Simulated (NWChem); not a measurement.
All runs are NWChem calculations. System: C₂H₃, charge -1, spin multiplicity 1, at the geometry of a parent with another charge or spin, in a state set for the comparison that need not be this species' ground state. Level: MP2/def2-TZVPD, 2 core orbitals frozen.

Input file:

```
start mol
memory heap 200 mb stack 900 mb global 1100 mb
charge -1
geometry units angstroms nocenter noautoz
  C      0.248606     0.684719     0.000000
  C     -0.117510    -0.581819     0.000000
  H     -0.218070     1.678869     0.000000
  H     -1.186454    -0.887834     0.000000
  H      0.617945    -1.408438     0.000000
  symmetry group Cs
end
basis spherical
  * library def2-tzvpd
end
scf
  rhf
  nopen 0
  maxiter 100
  thresh 1e-7
  semidirect memsize 60000000 filesize 0
end
mp2
  freeze core 2
end
task mp2 energy
```

NWChem printed:

```
             Northwest Computational Chemistry Package (NWChem) 7.3.0
             --------------------------------------------------------

                                NWChem Input Module
                                -------------------

 Scaling coordinates for geometry "geometry" by  1.889725989
 (inverse scale =  0.529177249)

 Turning off AUTOSYM since
 SYMMETRY directive was detected!

                             Geometry "geometry" -> ""
                             -------------------------

 Output coordinates in angstroms (scale by  1.889725989 to convert to a.u.)

  No.       Tag          Charge          X              Y              Z
 ---- ---------------- ---------- -------------- -------------- --------------
    1 C                    6.0000     0.24860600     0.68471900     0.00000000
    2 C                    6.0000    -0.11751000    -0.58181900     0.00000000
    3 H                    1.0000    -0.21807000     1.67886900     0.00000000
    4 H                    1.0000    -1.18645400    -0.88783400     0.00000000
    5 H                    1.0000     0.61794500    -1.40843800     0.00000000

 Effective nuclear repulsion energy (a.u.)      28.0943661962

            Nuclear Dipole moment (a.u.)
            ----------------------------
        X                 Y               Z
 ---------------- ---------------- ----------------
    -0.0000056692    -0.0000056692     0.0000000000

      Symmetry information
      --------------------

 Group name             Cs
 Group number              2
 Group order               2
 No. of unique centers     5

      Symmetry unique atoms

     1    2    3    4    5


 Summary of "ao basis" -> "" (spherical)
 ------------------------------------------------------------------------------
       Tag                 Description            Shells   Functions and Types
 ---------------- ------------------------------  ------  ---------------------
 *                         def2-tzvpd                 on all atoms

 Summary of "ao basis" -> "ao basis" (spherical)
 ------------------------------------------------------------------------------
       Tag                 Description            Shells   Functions and Types
 ---------------- ------------------------------  ------  ---------------------
 C                         def2-tzvpd               13       37   6s3p3d1f
 H                         def2-tzvpd                5        9   3s2p

                                 NWChem SCF Module
                                 -----------------

  ao basis        = "ao basis"
  functions       =   101
  atoms           =     5
  closed shells   =     8
  open shells     =     0
  charge          =  -1.00
  wavefunction    = RHF
  use symmetry    = T
  symmetry adapt  = T

 Summary of "ao basis" -> "ao basis" (spherical)
 ------------------------------------------------------------------------------
       Tag                 Description            Shells   Functions and Types
 ---------------- ------------------------------  ------  ---------------------
 C                         def2-tzvpd               13       37   6s3p3d1f
 H                         def2-tzvpd                5        9   3s2p

      Symmetry analysis of basis
      --------------------------

        a'         71
        a"         30

 Forming initial guess at       0.1s

      Superposition of Atomic Density Guess
      -------------------------------------

 Sum of atomic energies:         -76.84208906

 Renormalizing density from      15.00 to     16

      Non-variational initial energy
      ------------------------------

 Total energy =     -81.063386
 1-e energy   =    -167.776306
 2-e energy   =      58.618554
 HOMO         =       0.192143
 LUMO         =       0.244606

      Symmetry analysis of molecular orbitals - initial
      -------------------------------------------------

  Numbering of irreducible representations:

     1 a'          2 a"

  Orbital symmetries:

     1 a'          2 a'          3 a'          4 a'          5 a'
     6 a'          7 a"          8 a'          9 a'         10 a'
    11 a'         12 a"         13 a'         14 a'         15 a'
    16 a"         17 a'         18 a"

 Starting SCF solution at       1.6s

 ----------------------------------------------
         Quadratically convergent ROHF

 Convergence threshold     :          1.000E-07
 Maximum no. of iterations :          100
 Final Fock-matrix accuracy:          1.000E-09
 ----------------------------------------------

              iter       energy          gnorm     gmax       time
             ----- ------------------- --------- --------- --------
                 1      -77.2196628800  1.40D+00  2.77D-01      1.7
                 2      -77.3573143881  3.24D-01  7.28D-02      1.9
                 3      -77.3686218029  1.58D-02  3.10D-03      2.3
                 4      -77.3686696390  1.34D-04  6.26D-05      2.8
                 5      -77.3686696475  4.34D-08  1.01D-08      3.7

       Final RHF  results
       ------------------

         Total SCF energy =    -77.368669647488
      One-electron energy =   -162.920175503907
      Two-electron energy =     57.457139660244
 Nuclear repulsion energy =     28.094366196175

        Time for solution =      2.1s

       Symmetry analysis of molecular orbitals - final
       -----------------------------------------------

  Numbering of irreducible representations:

     1 a'          2 a"

  Orbital symmetries:

     1 a'          2 a'          3 a'          4 a'          5 a'
     6 a'          7 a"          8 a'          9 a'         10 a'
    11 a'         12 a'         13 a"         14 a'         15 a'
    16 a"         17 a"         18 a'

             Final eigenvalues
             -----------------

              1
    1  -10.9835
    2  -10.9454
    3   -0.7525
    4   -0.4997
    5   -0.3545
    6   -0.3238
    7   -0.1196
    8   -0.0239
    9    0.2350
   10    0.2482
   11    0.3103
   12    0.3440
   13    0.3500
   14    0.3657
   15    0.3994
   16    0.4187
   17    0.4382
   18    0.4433

                       ROHF Final Molecular Orbital Analysis
                       -------------------------------------

 Vector    6  Occ=2.000000D+00  E=-3.238184D-01  Symmetry=a'
              MO Center=  1.2D-01, -1.7D-01, -5.7D-17, r^2= 2.1D+00
   Bfn.  Coefficient  Atom+Function         Bfn.  Coefficient  Atom+Function
  ----- ------------  ---------------      ----- ------------  ---------------
    45      0.239889  2 C  py                94     -0.222303  5 H  s
     8     -0.216284  1 C  py                48      0.171732  2 C  py
    76     -0.159970  3 H  s                 11     -0.153442  1 C  py

 Vector    7  Occ=2.000000D+00  E=-1.195746D-01  Symmetry=a"
              MO Center= -3.1D-03, -1.2D-01, -6.5D-16, r^2= 1.7D+00
   Bfn.  Coefficient  Atom+Function         Bfn.  Coefficient  Atom+Function
  ----- ------------  ---------------      ----- ------------  ---------------
    46      0.294031  2 C  pz                49      0.284335  2 C  pz
     9      0.218726  1 C  pz                12      0.200131  1 C  pz
    52      0.172471  2 C  pz

 Vector    8  Occ=2.000000D+00  E=-2.392114D-02  Symmetry=a'
              MO Center=  4.4D-01,  5.9D-01, -8.3D-16, r^2= 2.2D+00
   Bfn.  Coefficient  Atom+Function         Bfn.  Coefficient  Atom+Function
  ----- ------------  ---------------      ----- ------------  ---------------
     5      0.750284  1 C  s                 77     -0.725858  3 H  s
    95     -0.461553  5 H  s                  6     -0.413988  1 C  s
    14      0.406703  1 C  py                86      0.392942  4 H  s
    50      0.343530  2 C  px                 7     -0.332288  1 C  px
    10     -0.313978  1 C  px                13     -0.287904  1 C  px

 Vector    9  Occ=0.000000D+00  E= 2.349792D-01  Symmetry=a'
              MO Center= -7.4D-01, -1.7D+00, -7.2D-16, r^2= 9.1D+00
   Bfn.  Coefficient  Atom+Function         Bfn.  Coefficient  Atom+Function
  ----- ------------  ---------------      ----- ------------  ---------------
    86      7.555567  4 H  s                 42     -6.308782  2 C  s
    43     -5.024743  2 C  s                 95      4.748800  5 H  s
     5     -2.356011  1 C  s                 51      1.976677  2 C  py
    50      1.520927  2 C  px                 6      1.273600  1 C  s
    90      1.219216  4 H  px                77      1.184181  3 H  s

 Vector   10  Occ=0.000000D+00  E= 2.482415D-01  Symmetry=a'
              MO Center= -5.4D-04,  2.1D+00,  4.8D-16, r^2= 1.0D+01
   Bfn.  Coefficient  Atom+Function         Bfn.  Coefficient  Atom+Function
  ----- ------------  ---------------      ----- ------------  ---------------
    77     10.962892  3 H  s                  5     -8.067379  1 C  s
     6     -6.622227  1 C  s                 42      6.643986  2 C  s
    43      3.631737  2 C  s                 86     -3.093917  4 H  s
    95     -2.765701  5 H  s                 14     -2.113650  1 C  py
    30      1.854028  1 C  d  2              50      1.624444  2 C  px

 Vector   11  Occ=0.000000D+00  E= 3.103118D-01  Symmetry=a'
              MO Center= -3.7D-01, -1.8D+00,  1.9D-17, r^2= 8.7D+00
   Bfn.  Coefficient  Atom+Function         Bfn.  Coefficient  Atom+Function
  ----- ------------  ---------------      ----- ------------  ---------------
    86     14.324887  4 H  s                 95    -12.569493  5 H  s
    50      9.763736  2 C  px                 5     -7.157593  1 C  s
    42      5.112963  2 C  s                 90      3.636383  4 H  px
    99      2.799889  5 H  px               100     -2.648053  5 H  py
    14      2.060318  1 C  py                67     -1.889849  2 C  d  2

 center of mass
 --------------
 x =   0.05457389 y =   0.04283615 z =   0.00000000

 moments of inertia (a.u.)
 ------------------
          54.668173218272          -9.502390169471           0.000000000000
          -9.502390169471           9.771444157680           0.000000000000
           0.000000000000           0.000000000000          64.439617375952

  Mulliken analysis of the total density
  --------------------------------------

    Atom       Charge   Shell Charges
 -----------   ------   -------------------------------------------------------
    1 C    6     6.53   0.86  1.12  0.50  0.64 -0.03  0.23  1.16  1.28  0.60  0.02  0.04  0.10  0.01
    2 C    6     6.45   0.85  1.12  0.49  0.59  0.08 -0.03  1.22  1.32  0.46  0.02  0.05  0.27  0.01
    3 H    1     1.21   0.26  0.51  0.14  0.02  0.29
    4 H    1     0.83   0.26  0.54 -0.06  0.02  0.06
    5 H    1     0.99   0.27  0.53  0.05  0.02  0.12

       Multipole analysis of the density wrt the origin
       ------------------------------------------------

     L   x y z        total         open         nuclear
     -   - - -        -----         ----         -------
     0   0 0 0     -1.000000      0.000000     15.000000

     1   1 0 0     -0.867355      0.000000     -0.000006
     1   0 1 0     -0.609316      0.000000     -0.000006
     1   0 0 1      0.000000      0.000000      0.000000

     2   2 0 0    -16.400232      0.000000      8.180469
     2   1 1 0     -2.535147      0.000000      4.458455
     2   1 0 1     -0.000000      0.000000      0.000000
     2   0 2 0    -15.035626      0.000000     37.262873
     2   0 1 1     -0.000000      0.000000      0.000000
     2   0 0 2    -14.338994      0.000000      0.000000

                   NWChem MP2 Semi-direct Energy/Gradient Module
                   ---------------------------------------------

  Basis functions       =    101
  Molecular orbitals    =    101
  Frozen core           =      2
  Frozen virtuals       =      0
  Active alpha occupied =      6
  Active beta occupied  =      6
  Active alpha virtual  =     93
  Active beta virtual   =     93
  Use MO symmetry       = T
  Use skeleton AO sym   = T

  AO/Fock/Back tols     =   1.0D-09  1.0D-09  1.0D-09

 GA uses MA = F    GA memory limited = T

 Available:
  local mem=  1.26D+08
 global mem=  1.44D+08
 local disk=  0.00D+00
  mp2_memr nvloc                    93
  nvloc new                    93
   1 passes of   6:        5242880                      48698                   9788100.
   1 passes of   6: M    126152491           G      144158798           F     120909611.

 Semi-direct pass number   1 of   1  for RHF alpha+beta  at        3.8s
  vrange nnbf                  5150
  mp2_eaftype                    37  avail_ma_in_mb                  1099
 EAF : mp2_eaftype filesize          37    4894050.
  mp2_eaf for mointskh                     37
Node 0 wrote     23.0 Mb in      0.0 s     Agg I/O rate:  1988.0 Mb/s
 Done moints_semi at        6.9s
  mp2_eaftype                    37  avail_ma_in_mb                  1062
 EAF : mp2_eaftype filesize          37    4894050.
  mp2_eaf for kh                    37
 Done maket at        7.1s
 Done multipass loop at        7.1s

          -------------------------------------------
          SCF energy                 -77.368669647488
          Correlation energy          -0.339213110952
          Singlet pairs               -0.222091495141
          Triplet pairs               -0.117121615811
          Total MP2 energy           -77.707882758439
          -------------------------------------------

          ---------------------------------------------------
                    Spin Component Scaled (SCS) MP2
          Same spin pairs                     -0.078081077207
          Same spin scaling factor             0.333333333333
          Opposite spin pairs                 -0.261132033744
          Opposite spin scaling fact.          1.200000000000
          SCS-MP2 correlation energy          -0.339385466229
          Total SCS-MP2 energy               -77.708055113717
          ---------------------------------------------------

 -----------------------
 Performance information
 -----------------------

 Timer overhead =  2.45D-07 seconds/call

               Nr. of calls         CPU time (s)                 Wall time (s)                GFlops
             ---------------    -------------------     ------------------------------   -------------------
Name         Min   Avg   Max    Min     Avg     Max     Min     Avg     Max   Mx/calls   Min     Max     Sum
mp2: moin     1     1     1    3.1     3.1     3.1      3.1     3.1     3.1     3.1      0.0     0.0     0.0
mp2: make     1     1     1   0.20    0.20    0.20     0.20    0.20    0.20    0.20      0.0     0.0     0.0
mp2: tota     1     1     1    3.4     3.4     3.4      3.4     3.4     3.4     3.4      0.0     0.0     0.0

 The average no. of pstat calls per process was 3.00D+00
 with a timing overhead of 7.36D-07s

 Task  times  cpu:        7.0s     wall:        7.0s

 Total times  cpu:        7.1s     wall:        7.1s
```
